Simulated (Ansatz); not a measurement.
Consider the isomerisation: `CCC1CO1` → `CCC(C)=O`.

Computed with Ansatz on PBE0-D4/def2-TZVP structures; ΔE is electronic, products minus reactants. CCSD(T)/CBS is the MP2 limit (def2-TZVPP, def2-QZVPP) plus CCSD(T) − MP2 in def2-TZVPP, frozen cores. Functionals use def2-TZVPP. B3LYP here is the variant with VWN-RPA as its local correlation; programs differ in this. HSE06 is defined as in plane-wave codes. Each species was taken in one conformer, which may not be the lowest.

`CCC1CO1`:

Cartesian coordinates in Å:
```
C 1.009 0.945 -0.965
C -0.395 0.642 -0.466
C -0.515 -0.760 0.052
C -0.353 -1.078 1.466
O -1.638 -1.056 0.866
H 1.077 1.962 -1.355
H 1.301 0.263 -1.768
H 1.744 0.844 -0.162
H -1.120 0.782 -1.275
H -0.680 1.332 0.334
H -0.276 -1.546 -0.666
H -0.156 -0.271 2.170
H 0.003 -2.060 1.768
```

`CCC(C)=O`:

```xyz
13

C     0.222   -1.831   -0.512
C     0.567   -0.429   -0.058
C    -0.628    0.489    0.050
C    -0.351    1.892    0.522
O    -1.743    0.121   -0.225
H    -0.477   -2.304    0.179
H    -0.257   -1.816   -1.492
H     1.119   -2.450   -0.575
H     1.286    0.046   -0.738
H     1.068   -0.436    0.918
H     0.386    2.375   -0.127
H    -1.271    2.473    0.530
H     0.080    1.871    1.527
```

| level | ΔE (kcal/mol) | difference from CCSD(T)/CBS |
| --- | --- | --- |
| LDA (SPW92) | -25.7 | 3.3 |
| PBE-D4 | -27.8 | 1.2 |
| revPBE-D4 | -28.3 | 0.7 |
| BLYP-D4 | -31.8 | -2.8 |
| r2SCAN-D4 | -28.9 | 0.1 |
| B97M-V | -29.0 | 0.0 |
| PBE0-D4 | -27.3 | 1.7 |
| B3LYP-D4 | -31.0 | -2.0 |
| r2SCAN0-D4 | -28.2 | 0.8 |
| HSE06-D4 | -27.2 | 1.8 |
| BHLYP-D4 | -31.0 | -2.0 |
| CAM-B3LYP-D4 | -30.1 | -1.1 |
| ωB97X-V | -27.7 | 1.3 |
| ωB97M-V | -29.0 | 0.0 |
| B2PLYP | -30.4 | -1.4 |
| PBE-QIDH | -27.3 | 1.7 |
| PBE | -27.7 | 1.3 |
| revPBE | -28.1 | 0.9 |
| BLYP | -31.6 | -2.6 |
| r2SCAN | -28.9 | 0.1 |
| PBE0 | -27.2 | 1.8 |
| B3LYP | -30.8 | -1.8 |
| r2SCANh | -28.6 | 0.4 |
| r2SCAN0 | -28.2 | 0.8 |
| HSE06 | -27.2 | 1.8 |
| BHLYP | -30.9 | -1.9 |
| LC-ωPBE | -26.1 | 2.9 |
| RPA@PBE/def2-TZVPP | -27.9 | 1.1 |
| HF/def2-SVP | -34.3 | -5.3 |
| MP2/def2-SVP | -31.2 | -2.2 |
| CCSD/def2-SVP | -31.6 | -2.6 |
| CCSD(T)/def2-SVP | -31.9 | -2.9 |
| HF/def2-TZVPP | -33.4 | -4.4 |
| MP2/def2-TZVPP | -27.9 | 1.1 |
| CCSD(T)/def2-TZVPP | -29.1 | -0.1 |
| HF/def2-QZVPP | -33.4 | -4.4 |
| SCS-MP2/def2-QZVPP | -28.6 | 0.4 |
| HF/CBS(def2) | -33.4 | -4.4 |
| MP2/CBS(def2) | -27.9 | 1.1 |
| CCSD/CBS(def2) | -29.0 | 0.0 |
| CCSD(T)/CBS | -29.0 | 0 |

Largest T1 diagnostic among the species: 0.013.

In def2-TZVPP, CCSD(T) changes the Hartree–Fock value by +4.4 kcal/mol (the triples alone add +0.1 kcal/mol) and MP2 by +5.5 kcal/mol. From r2SCAN to r2SCAN0 (25 % exact exchange), in def2-TZVPP and without D4, ΔE moves by +0.7 kcal/mol.

CCSD(T)/CBS has its own doubt, a few kJ/mol and more with outer-core shells, so smaller differences from it don't rank the levels.
